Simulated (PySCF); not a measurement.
**What each rung costs, and what it gives**

Saddle point of SiH$_{4}$O, singlet (SiH₂ + H₂O → SiH₄O ([OH][SiH3]); bonds formed: Si1–H2; dative contacts that become bonds: Si1–O3; bonds broken: H2–O3), PBE0-D4/def2-TZVP structure:

| atom | x (Å) | y (Å) | z (Å) |
| --- | --- | --- | --- |
| Si1 | -0.5070 | 0.4429 | -0.4719 |
| H2 | 1.0813 | 0.1535 | -0.6923 |
| O3 | 0.9866 | -0.1912 | 0.5122 |
| H4 | -1.4654 | -0.7076 | -0.3875 |
| H5 | -1.1043 | 1.4567 | 0.4526 |
| H6 | 1.0089 | -1.1542 | 0.5868 |

Barriers are electronic and count from the start structure reached by relaxing down the imaginary mode.

PySCF 2.14 with density fitting (its default auxiliary sets; JK sets also for MP2 and CCSD(T)); basis: as named in each row; cores frozen in the correlated methods. B3LYP uses VWN-RPA correlation. Extrapolation: Hartree–Fock as exp(−7.88 √X), correlation as X^−2.97.

Times are rough, for one single point on 4 threads of a shared host (Oxide Virtual Turin-like).

The estimate by CCSD(T) at an estimated basis limit (MP2 extrapolated from triple and quadruple zeta, plus CCSD(T) − MP2 in triple zeta) is 97.1 kJ/mol.

| method | basis | time (s) | barrier (kJ/mol) | method less estimate |
| --- | --- | --- | --- | --- |
| HF | STO-3G | 1 | 208.5 | 111.4 |
| MP2 | def2-QZVPP | 2 | 89.2 | -7.9 |
| PBE0-D4 | def2-SVP | 2 | 93.9 | -3.3 |
| B3LYP-D4 | 6-31G | 2 | 117.2 | 20.0 |
| PBE-D4 | def2-SVP | 3 | 70.4 | -26.7 |
| CCSD(T) | def2-SVP | 3 | 115.2 | 18.1 |
| SPW92 | def2-TZVPP | 4 | 57.0 | -40.1 |
| PBE0-D4 | def2-TZVPP | 4 | 87.8 | -9.3 |
| BHLYP-D4 | def2-TZVPP | 4 | 113.9 | 16.7 |
| PBE-D4 | def2-TZVPP | 4 | 67.5 | -29.6 |
| B3LYP-D4 | def2-TZVPP | 4 | 90.6 | -6.6 |
| r2SCAN-D4 | def2-TZVPP | 8 | 72.2 | -24.9 |
| CCSD(T) | def2-TZVPP | 31 | 100.7 | 3.6 |
| wB97M-V | def2-TZVPP | 160 | 102.2 | 5.1 |

All methods are single points on the PBE0-D4 structures.

No T1 diagnostic of these runs exceeds 0.016. The restricted Hartree–Fock reference is unstable towards an unrestricted one at one or more of these structures.

Losses and insertions of silylenes and their heavier kin drive the gas-phase chemistry of silicon and germanium vapour deposition.

Labels in which every atom is bracketed show which atoms are joined, not bond orders.
